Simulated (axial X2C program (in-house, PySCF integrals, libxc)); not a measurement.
# HBF: properties at the nuclei

Computed with an in-house all-electron X2C program for linear molecules (integrals from PySCF): two-component X2C with atomic mean-field Coulomb and Gaunt terms, Gaussian nuclei, basis H dyall-v3z, B dyall-v3z, F dyall-av3z with contracted cores.

H–B–F held linear, with bonds 1.168 and 1.298 Å (near the PBE0 minimum at charge 0 of the determinant lowest at the starting distance; the state shown can have its own minimum elsewhere, held linear; other orders of the atoms were not compared).

Determinant lowest in the PBE0 search, Ω = 1/2 (⟨Sz⟩ = -0.50, ⟨Lz⟩ = 1.00 at PBE0), spin on the atoms H 0.04, B -0.57, F 0.02:

```
level  Eeff magnitude (GV/cm)  Ws magnitude B (kHz)  Ws magnitude F (kHz)  A∥/gI H (MHz)  qzz H (a.u.)  A∥/gI B (MHz)  qzz B (a.u.)  A∥/gI F (MHz)  qzz F (a.u.)  μ (D)
 PBE0                 0.00127              0.000155               0.00114           39.6          0.24            115         -0.24            219          1.40  -0.45
   HF                 0.00213              0.000448               0.00213           58.8          0.24           64.5         -0.27            173          1.55  -0.73
  PBE                 0.00118              0.000105               0.00101           35.9          0.24            121         -0.23            239          1.32  -0.28
```

Determinant 0.01 eV from it at PBE0 and this distance, Ω = 3/2 (⟨Sz⟩ = 0.50, ⟨Lz⟩ = 1.00 at PBE0), spin on the atoms H -0.04, B 0.57, F -0.02:

```csv
level,Eeff magnitude (GV/cm),Ws magnitude B (kHz),Ws magnitude F (kHz),A∥/gI H (MHz),qzz H (a.u.),A∥/gI B (MHz),qzz B (a.u.),A∥/gI F (MHz),qzz F (a.u.),μ (D)
PBE0,0.00115,5.7e-05,0.000357,-2.33,0.24,50.9,-0.24,64.3,1.40,-0.45
HF,0.002,0.000156,0.000685,-8.29,0.24,66.4,-0.27,60,1.55,-0.73
PBE,0.00106,4e-05,0.000311,-1.44,0.24,47.5,-0.23,66.7,1.32,-0.29
```

Eeff is the effective electric field on the electron electric dipole moment in this Ω state and Ws the scalar–pseudoscalar constant of the nucleus named (defined with the proton number Z and per Ω); A∥ (defined per Ω) follows by multiplying with gI = μI/(I μN); qzz is the electric field gradient, eQq0 = 234.96 MHz × Q/barn × qzz; μ is positive if the F end (last atom) is positive. The operators were transformed with the bare-nucleus X2C matrices; with these basis sets, hyperfine constants and field gradients can be off by tens of per cent, and where levels differ in sign neither size nor sign is settled.

Q: With gI(1H) = 5.5857, gI(11B) = 1.7924, Q(11B) = 0.04059 barn, gI(19F) = 5.2577 (g factors from the IAEA table of nuclear moments by Stone; Q from Pyykkö, Mol. Phys. 2018), turn the PBE0 values of the first state into constants in MHz.

A: A∥(1H) = 39.6 × 5.5857 = 221 MHz; A∥(11B) = 115 × 1.7924 = 206 MHz; eQq0(11B) = 234.96 × (0.04059) × (-0.24) = -2.29 MHz; A∥(19F) = 219 × 5.2577 = 1150 MHz.

The molecule was held linear; bending was not examined, so a bent shape may lie lower.

Each state is one determinant with collinear spin. Unrestricted Hartree–Fock can overshoot spin polarisation at the nuclei. The search compared states at one distance, so a state with another bond length can lie lower. PBE0 term energies can be off by some tenths of an eV.
